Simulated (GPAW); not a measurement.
**CH4ClSi− (SMILES C[SiH-]Cl) at LDA (PW92)/sz(dzp) (scalar-relativistic datasets)**

Aim: ionisation energies of CH4ClSi−. Input form: an ASE script.

The calculation is run with GPAW 26.7.0.

3 further runs of the same task are left out: 3 set aside as unsound or not needed.

## (1) The molecule

CH4ClSi− has 7 atoms, charge -1, and is taken as a singlet. SMILES: `C[SiH-]Cl`. The shape is that of a GFN2-xTB optimisation.

Bond lengths: C1–Si2 1.920 Å, Si2–Cl3 2.294 Å, C1–H4 1.094 Å, C1–H5 1.094 Å, C1–H6 1.091 Å, Si2–H7 1.499 Å. Angles: C1–Si2–Cl3 98.6°, C1–Si2–H7 99.2°, Cl3–Si2–H7 93.5°, Si2–C1–H4 109.0°, Si2–C1–H5 114.4°, Si2–C1–H6 111.4°, H4–C1–H5 107.7°, H4–C1–H6 106.9°, H5–C1–H6 107.1°.

## (2) Ionisation energies at LDA (PW92)/sz(dzp) (scalar-relativistic datasets)

File run.py:

```python
from ase.io.zmatrix import parse_zmatrix
from gpaw import GPAW

# Set up the molecule
atoms = parse_zmatrix("""
C
Si 1 1.919757
Cl 2 2.294409 1 98.60972
H 1 1.094296 2 108.96667 3 168.26686
H 1 1.093871 4 107.67552 2 124.65993
H 1 1.091491 5 107.14152 4 -114.67605
H 2 1.498939 1 99.15754 6 -169.08023
""")
atoms.center(vacuum=5.5)

energies = {}
for name, charge, unpaired in [("start", -1, 0), ("oxidised", 0, 1)]:
    atoms.set_initial_magnetic_moments([unpaired / len(atoms)] * len(atoms))
    calc = GPAW(mode="lcao",
                h=0.25,
                charge=charge,
                xc="LDA",
                basis="sz(dzp)",
                occupations={"name": "fermi-dirac", "width": 0.0, "fixmagmom": unpaired > 0},
                symmetry="off",
                maxiter=100,
                txt="-")
    atoms.calc = calc
    energies[name] = atoms.get_potential_energy()
    print(f'{name:10} {energies[name]:12.5f} eV')

ip = energies["oxidised"] - energies["start"]
print(f"Vertical IP: {ip:.3f} eV")
```

Launch:

```bash
python run.py
```

Output:

```text
[...]
Number of symmetries: 1
[...]
  Number of IBZ points: 1
[...]
basis functions: 16
Spin-components: 1 (collinear spins)
Bands:           16
[...]
  Valence electrons: 19.0
[...]
  Grid points: [56 56 52]
  Charge: -1.0  # |e|
[...]
    cutoffs:
[...]
occupation numbers:
  # Zero width
[...]
xc functional:
  name: None
[...]
|iter     |     time |      energy | eigst |  dens |
[...]
|iter:   1| 00:00:05 |  -28.874761 |      c|       |
[...]
Converged in 9 steps
[...]
dipole moment: (-7.907583, -7.186324, -6.902442)  # |e|*Ang
Fermi level: 3.440
[...]
|iter:  10| 00:00:20 |  -25.161281c|      c| -4.25c|  +1.0000|
Converged in 10 steps
[...]
Energy contributions relative to reference atoms: (reference = -21445.161187)
Energy contributions:
  Kinetic:          11.361520
  Coulomb:         -13.973260
  Zero:              0.599402
  External:          0.000000
  Xc:              -23.148943
  Entropy:           0.000000
  Spinorbit:         0.000000
  ----------------------------
  Free energy:     -25.161281
  Extrapolated:    -25.161281
[...]
Total magnetic moment: (0.000000, 0.000000, 0.999993)
Local magnetic moments
|        x |        y |         z |
|----------|----------|-----------|
| 0.000000 | 0.000000 |  0.019108 |  # C    0
| 0.000000 | 0.000000 |  0.232510 |  # Si   1
| 0.000000 | 0.000000 |  0.109124 |  # Cl   2
| 0.000000 | 0.000000 | -0.000307 |  # H    3
| 0.000000 | 0.000000 |  0.006533 |  # H    4
| 0.000000 | 0.000000 |  0.000255 |  # H    5
| 0.000000 | 0.000000 |  0.023518 |  # H    6
Fermi levels: -4.031, -6.189
Eigenvalues  # (at kpt = [0.000, 0.000, 0.000])
| band index |      eig [eV] | occ [0-1] |      eig [eV] | occ [0-1] |
|------------|---------------|-----------|---------------|-----------|
|          0 |       -20.257 |     1.000 |       -20.052 |     1.000 |
|        ... |               |           |               |           |
|          2 |       -14.050 |     1.000 |       -13.748 |     1.000 |
|          3 |       -11.726 |     1.000 |       -11.677 |     1.000 |
|          4 |       -11.699 |     1.000 |       -11.626 |     1.000 |
|          5 |        -9.828 |     1.000 |        -9.633 |     1.000 |
|          6 |        -9.321 |     1.000 |        -9.075 |     1.000 |
|          7 |        -7.993 |     1.000 |        -7.586 |     1.000 |
|          8 |        -7.181 |     1.000 |        -7.053 |     1.000 |
|          9 |        -6.586 |     1.000 |        -5.792 |     0.000 |
|         10 |        -2.270 |     0.000 |        -1.923 |     0.000 |
|         11 |         0.431 |     0.000 |         0.820 |     0.000 |
[...]
Gap: 3.521 eV
Transition (v -> c):
  (s=1, k=0, n=9, [0.00, 0.00, 0.00]) -> (s=0, k=0, n=10, [0.00, 0.00, 0.00])
No difference between direct/indirect transitions
vacuum-level: 0.000  # V
oxidised      -25.16128 eV
Vertical IP: 2.160 eV
```

Wall time 21 s (1 thread of Intel Xeon at 2.70GHz, shared host); peak memory 0.56 GiB.

## (3) What came out

Level: LDA (PW92)/sz(dzp) (scalar-relativistic datasets).

| quantity | value |
| --- | --- |
| first ionisation energy | 2.16 eV |
